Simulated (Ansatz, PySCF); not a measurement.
Species: C$_{4}$H$_{5}$, net charge 0, doublet state. It need not be the lowest isomer of its formula. SMILES: C1C(=[CH])C1
Coordinates optimised at B3LYP-D3(BJ)/def2-TZVP (Ansatz, a program for electronic structure):
```
C
C 1 1.2816
H 2 1.0768 1 139.61
C 1 1.4761 2 149.30 3 -180.00
H 4 1.0838 1 117.61 2 71.91
H 4 1.0838 5 114.77 1 144.82
C 1 1.4956 2 149.37 3 0.00
H 7 1.0832 1 117.41 2 -71.92
H 7 1.0832 8 115.11 1 -144.65
```
Charge 0, spin multiplicity 2.
Markedly spin-contaminated UHF reference, which strains HF, MP2 and, less, CCSD(T): [CH]=C1CC1.

Property: enthalpy of formation at 298 K (from the atomisation energy, B3LYP-D3(BJ)/def2-TZVP harmonic zero-point and thermal terms from PySCF, and the atoms' enthalpies of formation in the G2/97 table; no spin-orbit terms, and no core term in the frozen-core levels), in kJ/mol. Correlated levels leave the core frozen unless marked. Open shells are spin-unrestricted. Spin-orbit coupling is left out. Non-relativistic. The coupled-cluster limit lacks core correlation, which all-electron functionals hold. CBS(X,Y): correlation extrapolated as X^-3; Hartree-Fock from the larger set. [CCSD(T)-MP2]/basis is that difference in the basis named.

| level | program | enthalpy of formation at 298 K (kJ/mol) |
|---|---|---|
| HF/6-31G* | Ansatz | 1393.2 |

Problem. Predict the RI-MP2/CBS(cc-pVTZ,cc-pVQZ)+[CCSD(T)-MP2]/cc-pVTZ result (Ansatz).

Solution. 442.4 kJ/mol
